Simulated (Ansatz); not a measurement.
Geometry optimisation, RKS PBE0-D4/def2-SVP (Ansatz 0.2.0).

The input (input.yaml):

```yaml
crystal:
  periodic: [false, false, false]
  atoms:
    - { symbol: C, position_ang: [-1.7701, 0.3913, 0.9068] }
    - { symbol: O, position_ang: [-1.0779, -0.0264, -0.2309] }
    - { symbol: C, position_ang: [0.2459, 0.0833, -0.0532] }
    - { symbol: C, position_ang: [1.2225, -0.4619, -0.8913] }
    - { symbol: S, position_ang: [2.8566, -0.3456, -0.6766] }
    - { symbol: H, position_ang: [-2.8818, 0.3095, 0.6789] }
    - { symbol: H, position_ang: [-1.5407, -0.14, 1.7947] }
    - { symbol: H, position_ang: [-1.6041, 1.5207, 1.0602] }
    - { symbol: H, position_ang: [0.5874, 0.6663, 0.8732] }
    - { symbol: H, position_ang: [0.7861, -1.0239, -1.7246] }
    - { symbol: H, position_ang: [3.2416, -1.0302, -1.7164] }
basis:
  gaussian: { orbitals: def2-SVP }
hamiltonian:
  xc: pbe0
  dispersion: d4
relax:
  f_tol: 0.015
  max_steps: 40
```

Launched with:

```bash
$ ansatz run input.yaml --threads 2 --pin off --max-ram 3072MiB --backend cpu --events-out ev --progress --plain --runs-dir out
```

Q: Where does it end, and by what steps?

A: It converged. After 16 steps the energy has fallen by 0.591 eV; H11 moved furthest, 0.82 Å.

```json
{"step": "0", "energy less start (eV)": "0.0000", "largest force component (eV/Å)": "5.821", "accepted": "yes"}
{"step": "1", "energy less start (eV)": "-0.3977", "largest force component (eV/Å)": "2.757", "accepted": "yes"}
{"step": "2", "energy less start (eV)": "-0.4828", "largest force component (eV/Å)": "0.382", "accepted": "yes"}
{"step": "3", "energy less start (eV)": "-0.4681", "largest force component (eV/Å)": "0.178", "accepted": "no"}
{"step": "4", "energy less start (eV)": "-0.5058", "largest force component (eV/Å)": "0.088", "accepted": "yes"}
{"step": "5", "energy less start (eV)": "-0.5159", "largest force component (eV/Å)": "0.171", "accepted": "yes"}
{"step": "6", "energy less start (eV)": "-0.5359", "largest force component (eV/Å)": "0.276", "accepted": "yes"}
{"step": "7", "energy less start (eV)": "-0.5678", "largest force component (eV/Å)": "0.386", "accepted": "yes"}
{"step": "8", "energy less start (eV)": "-0.5691", "largest force component (eV/Å)": "0.728", "accepted": "yes"}
{"step": "9", "energy less start (eV)": "-0.5867", "largest force component (eV/Å)": "0.152", "accepted": "yes"}
{"step": "10", "energy less start (eV)": "-0.5894", "largest force component (eV/Å)": "0.121", "accepted": "yes"}
{"step": "11", "energy less start (eV)": "-0.5906", "largest force component (eV/Å)": "0.035", "accepted": "yes"}
{"step": "12", "energy less start (eV)": "-0.5907", "largest force component (eV/Å)": "0.039", "accepted": "yes"}
{"step": "13", "energy less start (eV)": "-0.5909", "largest force component (eV/Å)": "0.026", "accepted": "yes"}
{"step": "14", "energy less start (eV)": "-0.5910", "largest force component (eV/Å)": "0.022", "accepted": "yes"}
{"step": "15", "energy less start (eV)": "-0.5910", "largest force component (eV/Å)": "0.015", "accepted": "yes"}
{"step": "16", "energy less start (eV)": "-0.5910", "largest force component (eV/Å)": "0.005", "accepted": "yes"}
```

```xyz
11
Properties=species:S:1:pos:R:3
C -1.765 0.391 0.939
O -1.054 0.016 -0.212
C 0.281 0.105 -0.137
C 1.089 -0.394 -1.084
S 2.815 -0.045 -1.050
H -2.833 0.341 0.692
H -1.565 -0.293 1.783
H -1.522 1.422 1.250
H 0.693 0.636 0.732
H 0.661 -0.918 -1.944
H 3.267 -1.318 -0.950
```

Whether the end is a true minimum wasn't checked by a vibrational analysis.

Time of the run: 48 s on 2 threads of Arm Neoverse V1, on a shared host, peak memory 0.23 GiB.
